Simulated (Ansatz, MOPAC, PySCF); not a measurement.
Barrier height from CH4FO, charge -1 to the transition structure CH4FO, without zero-point energy, on the benchmark's geometries as Psi4's copy of the set gives them.
Transition structure (charge -1, multiplicity 1):
```xyz
7

F      0.0225    -0.0075     0.0055
C     -0.0184     0.0050     1.7649
H      1.0480     0.0052     1.8541
H     -0.5478     0.9347     1.7922
H     -0.5490    -0.9234     1.8058
O      0.0013     0.0192     3.7506
H     -0.9268     0.0316     3.9976
```
Reactant (charge -1, multiplicity 1):
```xyz
7

F      0.00037    -2.46834     0.02139
C     -0.27664    -1.07442    -0.00269
H      0.64929    -0.51650    -0.00902
H     -0.84199    -0.84712    -0.89707
H     -0.85103    -0.82659     0.88142
O     -0.30171     1.58252    -0.20654
H     -0.60511     2.49243    -0.16431
```

Open shells are unrestricted; no spin–orbit coupling.

Correlated levels freeze the cores. The state that PM7 reach isn't checked; PM7 holds dispersion and hydrogen-bond terms.

The values were computed with Ansatz (Gaussian basis) for Hartree–Fock, density functionals and correlated methods; MOPAC for PM7 (differences of heats of formation); PySCF for the dispersion terms. 

What is the computed barrier height (PM7)?

0.62 eV

Predict the barrier height from MP2/aug-cc-pVDZ.

0.40 eV

Give the barrier height at the level CAM-B3LYP-D4/def2-TZVPPD.

0.44 eV

Ansatz is a program for electronic structure.
